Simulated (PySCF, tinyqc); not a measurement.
Worked calculation: CCSD on RHF in the sto-3g basis, for CH+, spin multiplicity 1. The lowest restricted solution is unstable here: a spin-polarised one lies 0.0133 hartree lower (PySCF). One step of it, computed by the program tinyqc.

Task: CCSD: starting amplitudes. t_ij^ab = <ij||ab> / (e_i + e_j - e_a - e_b), whose energy is MP2.

orbital energies (hartree): MO1 -11.618826, MO2 -1.101749, MO3 -0.738857, MO4 -0.229425, MO5 -0.229425, MO6 -0.135278

Two-electron integrals over orbitals (pq|rs), unique and non-zero (hartree):
```
(11|11) 3.514283    (21|11) -0.347955   (21|21) 0.054673    (22|11) 0.814411
(22|21) -0.015084   (22|22) 0.579539    (31|11) 0.091535    (31|21) -0.012779
(31|22) 0.009096    (31|31) 0.016616    (32|11) -0.081506   (32|21) 0.005710
(32|22) -0.007321   (32|31) 0.016754    (32|32) 0.107438    (33|11) 0.685406
(33|21) -0.008524   (33|22) 0.512430    (33|31) -0.004429   (33|32) -0.027182
(33|33) 0.533205    (41|41) 0.021429    (42|41) 0.027688    (42|42) 0.121408
(43|41) -0.007197   (43|42) -0.026953   (43|43) 0.031607    (44|11) 0.852071
(44|21) -0.010821   (44|22) 0.593012    (44|31) 0.002718    (44|32) -0.046445
(44|33) 0.510580    (44|44) 0.672833    (51|51) 0.021429    (52|51) 0.027688
(52|52) 0.121408    (53|51) -0.007197   (53|52) -0.026953   (53|53) 0.031607
(54|54) 0.036269    (55|11) 0.852071    (55|21) -0.010821   (55|22) 0.593012
(55|31) 0.002718    (55|32) -0.046445   (55|33) 0.510580    (55|44) 0.600295
(55|55) 0.672833    (61|11) 0.079136    (61|21) -0.013871   (61|22) -0.000636
(61|31) -0.007777   (61|32) -0.015698   (61|33) 0.007189    (61|44) 0.002369
(61|55) 0.002369    (61|61) 0.012435    (62|11) -0.134126   (62|21) 0.002590
(62|22) -0.075125   (62|31) -0.013424   (62|32) -0.028807   (62|33) -0.010775
(62|44) -0.074307   (62|55) -0.074307   (62|61) 0.009445    (62|62) 0.063187
(63|11) -0.246699   (63|21) 0.004967    (63|22) -0.112516   (63|31) 0.001799
(63|32) 0.070237    (63|33) -0.065509   (63|44) -0.137897   (63|55) -0.137897
(63|61) -0.003776   (63|62) 0.054243    (63|63) 0.163304    (64|41) -0.005761
(64|42) -0.024828   (64|43) -0.011521   (64|64) 0.017448    (65|51) -0.005761
(65|52) -0.024828   (65|53) -0.011521   (65|65) 0.017448    (66|11) 0.531276
(66|21) -0.004567   (66|22) 0.443052    (66|31) 0.009342    (66|32) 0.076619
(66|33) 0.478563    (66|44) 0.408754    (66|55) 0.408754    (66|61) -0.005768
(66|62) 0.004395    (66|63) 0.083184    (66|66) 0.597672
```

Give: Starting amplitudes; correlation energy.

Result:

Starting amplitudes (spin orbitals 1a, 1b, ...; amplitudes related by a flip of all spins are not repeated):
```
from      to         t
3a 3b  6a 6b   -0.1353
2a 2b  4a 4b   -0.0696
2a 2b  5a 5b   -0.0696
2a 3b  6a 6b   -0.0345
2a 2b  6a 6b   -0.0327
3a 3b  4a 4b   -0.0310
3a 3b  5a 5b   -0.0310
2a 3b  4a 4b    0.0195
2a 3b  5a 5b    0.0195
1a 2b  4a 4b   -0.0023
1a 2b  5a 5b   -0.0023
1a 1b  4a 4b   -0.0009
1a 1b  5a 5b   -0.0009
1a 2b  6a 6b   -0.0008
1a 3b  4a 4b    0.0006
1a 3b  5a 5b    0.0006
1a 1b  6a 6b   -0.0005
1a 3b  6a 6b  3.12e-04
```

correlation energy = -0.049198 hartree
